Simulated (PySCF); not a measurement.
**Ionising LiS**

PBE0; Li def2-TZVP, S def2-TZVP; no relativity (PySCF 2.14). Neutral (UKS): doublet (π ↑), Re = 2.145 Å, ωe = 587 cm⁻¹, De = 3.07 eV, HOMO -5.50 eV, LUMO -2.78 eV.

LiS⁺ (UKS): triplet (π ↑↑), Re = 2.449 Å, ωe = 353 cm⁻¹, De = 0.82 eV to Li⁺ + S. The energies at the minima are -405.55374 hartree for LiS and -405.26636 for LiS⁺.

Task: Work out the adiabatic ionisation energy, without and with harmonic zero-point energies (1 hartree = 27.2114 eV, 1 eV = 8065.5 cm⁻¹), and the change of the bond length.

Result: At PBE0: 0.28738 hartree = 7.820 eV between the minima; the zero-point term (353.0 − 587.0)/2 cm⁻¹ = -0.015 eV makes it 7.806 eV. Re changes by +30.4 pm against the neutral. The electron leaves a π orbital; in so polar a molecule the change of length follows mostly from the change of the ionic charges.

For an ion De counts to the pair picked by the measured ionisation energies or electron affinities, which need not be the lowest pair at this level. States were picked by a PBE0 search and need not be the measured ground states.
